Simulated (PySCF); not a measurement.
Structure problem from calculated spectra and properties.

Formula: C2H5ClO.

| Item | Value |
| --- | --- |
| 13C NMR | chemical shifts (computed TMS as zero) by class: 68.3 (1 C), 57.8 (1 C) ppm [GIAO KT2/pcSseg-2] |
| NMR, other nuclei | isotropic shieldings of nuclei other than C and H, by class: 290 (1 O), 881 (1 Cl) ppm [GIAO KT2/pcSseg-2] |
| Rotational structure | rotational constants A, B, C: 12.745, 3.581, 3.029 GHz [PBE0-D3(BJ)/def2-SVP] |
| 1H NMR | chemical shifts (computed TMS as zero) by class: 3.80 (2 H), 3.79 (2 H), 1.65 (1 H) ppm [GIAO KT2/pcSseg-2] |
| Dipole | 1.57 D [KT2/pcSseg-2] |
| XPS | Cl2p3/2 206.3, C1s 292.6, C1s 292.8, O1s 539.1, Cl1s 2828.9 eV [ΔSCF SCAN, pcX-2 on the ionised atom, pcseg-1 elsewhere, spin-free X2C, 2p3/2 from a spin–orbit splitting computed afterwards within the 2p shell] |

Electronic properties: PySCF, gas phase, density fitting. Levels stand in brackets. Geometry: PBE0-D3(BJ)/def2-SVP, one conformer, isolated molecule. NMR classes are plain means over equivalent atoms (diastereotopic ones count apart unless rotation or inversion swaps them), as if these changed places fast.

Problem. What is the compound? Reason from the data.

Solution. Numbering: `[OH:1][CH2:2][CH2:3][Cl:4]`. Its formula, C2H5ClO, gives 0 degrees of unsaturation, so no ring and no π bond. 2 carbons fall into 2 classes; from least to most shielded: carbinol carbon (C–OH) [C2] (68.3 ppm), sp3 C–Cl carbon [C3] (57.8 ppm). Hydrogen classes from least to most shielded: 2 H on an sp3 C–Cl carbon, C3 (3.80 ppm), 2 H on a carbinol carbon (C–OH), C2 (3.79 ppm), 1 H on an alcohol oxygen, O1 (1.65 ppm). The other shieldings belong to: 290 ppm, alcohol oxygen [O1]; 881 ppm, alkyl chlorine [Cl4]. The core levels belong to: Cl2p3/2 206.3 eV, alkyl chlorine [Cl4]; C1s 292.6 eV, sp3 C–Cl carbon [C3]; C1s 292.8 eV, carbinol carbon (C–OH) [C2]; O1s 539.1 eV, alcohol oxygen [O1]; Cl1s 2828.9 eV, alkyl chlorine [Cl4]. The optimised geometry has point group C1 and is an asymmetric top. Structure: `OCCCl` (2-chloroethanol). The assignments are read from this structure; whether some other isomer fits the data as well wasn't checked.

Conformer computed: `[OH:1][CH2:2][CH2:3][Cl:4]`: O1–C2–C3–Cl4 61°, H–O1–C2–C3 -55°.
